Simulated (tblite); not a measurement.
PS4 (charge -3).
Atom-mapped SMILES: `[S:1]=[P:2]([S-:3])([S-:4])[S-:5]`

Level: GFN2-xTB in tblite, geometry and Hessian alike; calculated harmonic values, unscaled, isolated species. This tight-binding method is rough: wavenumbers can miss measured ones by several per cent, in bad cases by 10 to 20. Multiply charged ions are computed bare, without counter-ions or solvent.

Harmonic wavenumbers (cm⁻¹): 173.5, 173.5, 239.1, 239.1, 239.1, 409.8, 550.2, 550.5, 550.6.

A = 1406, B = 1405, C = 1405 MHz; mass 158.862 u (most abundant isotopes); point group Td, symmetry number 12.

Task: Zero-point energy?

Result: Half the sum of the wavenumbers: 1563 cm⁻¹ = 4.47 kcal/mol.

Task: What is S at 298.15 K and 1 bar for an ideal gas of classical rigid rotors and harmonic oscillators?

Result: Translation 41.12, rotation 24.20, vibration 12.78: S = 78.1 cal/(mol K).

Task: And Cp and H(298.15 K) − H(0)?

Result: Cp = 21.91 cal/(mol K), of which vibrations give 13.96 (their classical limit is 9 R = 17.9); H(298.15 K) − H(0) = 4.62 kcal/mol without the zero-point energy, 2.25 from vibrations.

Task: How do the functions run with temperature in this model?

Result: 
```csv
T (K),S (cal/(mol K)),Cp (cal/(mol K)),H − H(0) (kcal/mol),G − H(0) (kcal/mol),ln q(vib)
150,64.8,16.5,1.70,-8.02,0.77
250,74.3,20.7,3.59,-15.00,2.02
400,84.8,23.4,6.93,-26.98,3.89
600,94.6,24.7,11.76,-44.97,6.04
900,104.7,25.3,19.28,-74.95,8.62
```

q(vib) and H(0) count from the zero-point level.

Task: What must be added to the electronic energy to get the Gibbs energy at 298.15 K and 1 bar?

Result: ZPE + [H(298.15 K) − H(0)] − T·S = 4.47 + 4.62 − 23.29 = -14.20 kcal/mol.

Task: Which modes carry the vibrational entropy at 298.15 K?

Result: 173.5 cm⁻¹: 2.40; 173.5 cm⁻¹: 2.40; 239.1 cm⁻¹: 1.81; 239.1 cm⁻¹: 1.81; 239.1 cm⁻¹: 1.81; 409.8 cm⁻¹: 0.93 cal/(mol K); the other 3 give 1.63 together.

Hindered rotation and anharmonicity are outside this model.

Hardware: one thread of an Arm Neoverse V2 (shared host). This covers the Hessian and the dipole derivatives.
